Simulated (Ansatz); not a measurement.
**[Cl···H···Cl], doublet: the ladder up to UCCSDT(Q)**

Geometry: a point of a hydrogen-transfer path between rigid fragments, not a stationary point.

```yaml
atoms:
  - { symbol: Cl, position_ang: [0.0000, 0.0000, -1.6047] }
  - { symbol: H, position_ang: [0.0000, 0.0000, -0.1247] }
  - { symbol: Cl, position_ang: [0.0000, 0.0000, 1.7293] }
```

Basis cc-pVDZ; Ansatz 0.2.0. Correlated methods freeze the noble-gas cores, which leaves 15 electrons in 31 orbitals. R marks a restricted (for open shells ROHF) determinant, U an unrestricted one. Active spaces: pair = (3e, 3o) about the gap; valence = (15e, 9o) chosen from the atoms' valence shells.

Full CI isn't at hand for all of this; UCCSDT(Q) serves as the reference, and is uncertain by about the last step of the cluster series. The frozen core follows each run's orbitals, which can shift R against U totals by a few meV.

For open shells CISD is restricted-active-space CI with the open shells as a complete middle space.

The UHF ⟨S²⟩ is 0.756, the T1 diagnostic (RCCSD) is 0.0116 and the largest doubles amplitude (RCCSD) is 0.052. The T1 diagnostic (UCCSD) is 0.0090.

```json
{"level": "RHF", "E − E(UCCSDT(Q)) (kJ/mol)": "803.2", "share of correlation (%)": "0.00", "wall time": "–"}
{"level": "UHF", "E − E(UCCSDT(Q)) (kJ/mol)": "792.3", "share of correlation (%)": "1.36", "wall time": "–"}
{"level": "RMP2", "E − E(UCCSDT(Q)) (kJ/mol)": "96.9", "share of correlation (%)": "87.93", "wall time": "–"}
{"level": "UMP2", "E − E(UCCSDT(Q)) (kJ/mol)": "98.5", "share of correlation (%)": "87.74", "wall time": "–"}
{"level": "CISD", "E − E(UCCSDT(Q)) (kJ/mol)": "80.3", "share of correlation (%)": "90.00", "wall time": "3.2 s"}
{"level": "RCCSD", "E − E(UCCSDT(Q)) (kJ/mol)": "15.1", "share of correlation (%)": "98.12", "wall time": "–"}
{"level": "UCCSD", "E − E(UCCSDT(Q)) (kJ/mol)": "14.8", "share of correlation (%)": "98.16", "wall time": "–"}
{"level": "RCCSD(T)", "E − E(UCCSDT(Q)) (kJ/mol)": "2.8", "share of correlation (%)": "99.65", "wall time": "5.5 s"}
{"level": "UCCSD(T)", "E − E(UCCSDT(Q)) (kJ/mol)": "2.7", "share of correlation (%)": "99.66", "wall time": "6 s"}
{"level": "BCCD(T)", "E − E(UCCSDT(Q)) (kJ/mol)": "2.8", "share of correlation (%)": "99.65", "wall time": "4.4 s"}
{"level": "RCCSDT", "E − E(UCCSDT(Q)) (kJ/mol)": "1.3", "share of correlation (%)": "99.83", "wall time": "–"}
{"level": "UCCSDT", "E − E(UCCSDT(Q)) (kJ/mol)": "1.3", "share of correlation (%)": "99.84", "wall time": "–"}
{"level": "RCCSDT(Q)", "E − E(UCCSDT(Q)) (kJ/mol)": "0.0", "share of correlation (%)": "99.99", "wall time": "21 s"}
{"level": "CASSCF (pair space)", "E − E(UCCSDT(Q)) (kJ/mol)": "754.7", "share of correlation (%)": "6.04", "wall time": "–"}
{"level": "NEVPT2 (pair space)", "E − E(UCCSDT(Q)) (kJ/mol)": "95.4", "share of correlation (%)": "88.13", "wall time": "3.1 s"}
{"level": "MRCISD (pair space)", "E − E(UCCSDT(Q)) (kJ/mol)": "70.0", "share of correlation (%)": "91.28", "wall time": "–"}
{"level": "MRCISD+Q (pair space)", "E − E(UCCSDT(Q)) (kJ/mol)": "3.1", "share of correlation (%)": "99.61", "wall time": "3.4 s"}
{"level": "CASSCF (valence space)", "E − E(UCCSDT(Q)) (kJ/mol)": "750.0", "share of correlation (%)": "6.62", "wall time": "–"}
{"level": "NEVPT2 (valence space)", "E − E(UCCSDT(Q)) (kJ/mol)": "165.4", "share of correlation (%)": "79.40", "wall time": "2 s"}
{"level": "MRCISD (valence space)", "E − E(UCCSDT(Q)) (kJ/mol)": "69.1", "share of correlation (%)": "91.40", "wall time": "–"}
{"level": "MRCISD+Q (valence space)", "E − E(UCCSDT(Q)) (kJ/mol)": "3.6", "share of correlation (%)": "99.55", "wall time": "3.3 s"}
```

The correlation energy at UCCSDT(Q), counted from RHF, is -8.325 eV. That run took 18 s on 1 thread of Arm Neoverse V2, shared host.

Times hold each run's SCF and search for its determinant on a shared host, so for small cases they say little of a method's own cost; they ran on 1 thread of Arm Neoverse V2.

Natural occupations of CASSCF (valence space) about the gap: 1.999 1.999 1.999 1.968 1.000 0.034; effectively unpaired electrons, Σ n²(2−n)², 1.01.
